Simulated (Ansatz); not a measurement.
Basis-set extrapolation for C$_{3}$H$_{5}$FS, SMILES `C=C(F)CS` (PBE0-D4/def2-TZVP geometry, frozen core, Ansatz). Multiplicity 1, RHF reference.

```
                      def2-TZVPP   def2-QZVPP
                 HF  -613.557604  -613.578465
    MP2 correlation    -0.915731    -0.987217
CCSD(T) correlation    -0.997160      not run
```

Energies in hartree. Use E(X) = E(∞) + A·exp(−7.88·√X) for Hartree–Fock and E(X) = E(∞) + B·X^(−2.97) for correlation, with X = 3 and 4, and add CCSD(T) minus MP2 of the smaller set to the MP2 limit.

Question: What is the CCSD(T) energy at the basis-set limit?

Answer: HF limit: -613.578465 + (-0.020861) × 0.13774 = -613.58134. MP2 limit: -0.987217 + (-0.071486) × 0.74074 = -1.04017. Higher-order term: -0.997160 − (-0.915731) = -0.08143. Total: -614.70294 hartree, 389.0 kJ/mol below CCSD(T)/def2-TZVPP.
